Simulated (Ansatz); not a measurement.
Input for Ansatz (development build ahead of 0.2.0):

```yaml
crystal:
  periodic: [false, false, false]
  atoms:
    - { symbol: "N", position_ang: [-0.50888, 0.04858, -0.31711] }
    - { symbol: "N", position_ang: [0.51816, -0.06618, 0.30939] }
    - { symbol: H, position_ang: [-1.17213, 0.57141, 0.2514] }
    - { symbol: H, position_ang: [1.17994, -0.59069, -0.25903] }
basis:
  gaussian: { orbitals: def2-SVP }
magnetization:
  spin_polarized: true
  initial_magnetization: 2
hamiltonian:
  xc: hf
output:
  forces: true
```

The input is written out in the form of the current development build from the run's settings.

The run gave:

| Quantity | Value |
| --- | --- |
| Converged | yes |
| Total energy | -109.83952 hartree |
| Spin squared of the determinant | 2.023 |
| Stability test | minimum |

Forces (eV/Å):
```json
{"atom": "N1", "Fx": "-4.416", "Fy": "1.942", "Fz": "0.428"}
{"atom": "N2", "Fx": "4.410", "Fy": "-1.930", "Fz": "-0.428"}
{"atom": "H3", "Fx": "-0.976", "Fy": "-0.152", "Fz": "-1.150"}
{"atom": "H4", "Fx": "0.982", "Fy": "0.140", "Fz": "1.150"}
```

Caution: another spin multiplicity may lie lower.
